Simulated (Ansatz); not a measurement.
The inner images of a band of BH₃P₂ (6 atoms, charge 0, multiplicity 1) are given out of order.

These are results of Ansatz, RKS PBE-D4/def2-SVP, not measurements.

Initial state:

```xyz
6
Properties=species:S:1:pos:R:3
B -0.641 -0.352 -0.351
P 0.698 0.968 -0.627
P 0.450 -0.395 1.203
H -1.614 -0.853 -0.858
H 1.559 0.019 -1.292
H -0.410 0.549 1.879
```

Final state:

```xyz
6
Properties=species:S:1:pos:R:3
B -0.842 -0.792 -0.257
P 0.469 0.530 0.072
P 0.343 -1.438 0.944
H -1.831 -0.925 -0.931
H 1.573 0.871 -0.771
H 0.329 1.689 0.897
```

Question: Put them in order from the first end to the last, with their energies above the first end.
A.
```xyz
6
Properties=species:S:1:pos:R:3
B -0.797 -0.350 -0.310
P 0.537 0.956 -0.440
P -0.046 -0.614 1.360
H -1.434 -1.082 -1.027
H 1.477 0.264 -1.298
H 0.304 0.761 1.668
```
B.
```xyz
6
Properties=species:S:1:pos:R:3
B -0.813 -0.426 -0.273
P 0.411 1.012 -0.386
P -0.094 -0.666 1.372
H -1.469 -1.095 -1.027
H 1.476 0.385 -1.163
H 0.530 0.727 1.431
```
C.
```xyz
6
Properties=species:S:1:pos:R:3
B -0.851 -0.792 -0.200
P 0.210 0.921 -0.207
P 0.113 -1.090 1.213
H -1.606 -1.023 -1.106
H 1.481 0.699 -0.853
H 0.695 1.221 1.107
```
D.
```xyz
6
Properties=species:S:1:pos:R:3
B -0.815 -0.621 -0.222
P 0.250 1.029 -0.283
P -0.052 -0.841 1.351
H -1.521 -1.067 -1.085
H 1.458 0.579 -0.955
H 0.722 0.857 1.147
```
E.
```xyz
6
Properties=species:S:1:pos:R:3
B -0.698 -0.326 -0.345
P 0.694 0.928 -0.521
P 0.302 -0.477 1.270
H -1.503 -0.948 -0.993
H 1.475 0.064 -1.375
H -0.228 0.694 1.918
```
F.
```xyz
6
Properties=species:S:1:pos:R:3
B -0.886 -0.843 -0.224
P 0.307 0.704 -0.065
P 0.269 -1.244 1.047
H -1.734 -1.009 -1.057
H 1.525 0.802 -0.808
H 0.562 1.526 1.061
```
G.
```xyz
6
Properties=species:S:1:pos:R:3
B -0.761 -0.318 -0.337
P 0.639 0.911 -0.466
P 0.101 -0.557 1.322
H -1.440 -1.035 -1.033
H 1.467 0.161 -1.381
H 0.036 0.774 1.849
```

Answer: E (+3.3 kJ/mol), G (+17.9 kJ/mol), A (+41.1 kJ/mol), B (+53.4 kJ/mol), D (+42.7 kJ/mol), C (+34.0 kJ/mol), F (+6.8 kJ/mol).

The run took 110 s on 1 thread of Arm Neoverse V2 (shared host), peak memory 0.11 GiB.
